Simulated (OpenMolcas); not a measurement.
Run times for SiH3Cl (chlorosilane)

The species is SiH3Cl (5 atoms), meant as a singlet with charge 0. SMILES: `[SiH3]Cl`. Geometry: relaxed at PBE0-D4/def2-TZVP.

```xyz
5

Si   -0.1120    0.0186   -0.0309
Cl    1.8383   -0.5135    0.3299
H    -0.9509   -0.4883    1.0791
H    -0.5347   -0.5857   -1.3149
H    -0.1908    1.4954   -0.1047
```

Program: OpenMolcas 26.06. Hardware: 1 thread of Arm Neoverse V2, shared host, so times are rough. Two-electron integrals are exact unless an approximation is named.

Estimate their order by wall time, quickest first.
A. gradient at HF/STO-3G
B. energy at MP2/aug-cc-pVDZ, 10 core orbitals frozen
C. gradient at SVWN5/aug-cc-pVDZ, grid UltraFine

A (1.6 s), B (4.5 s), C (15 s).
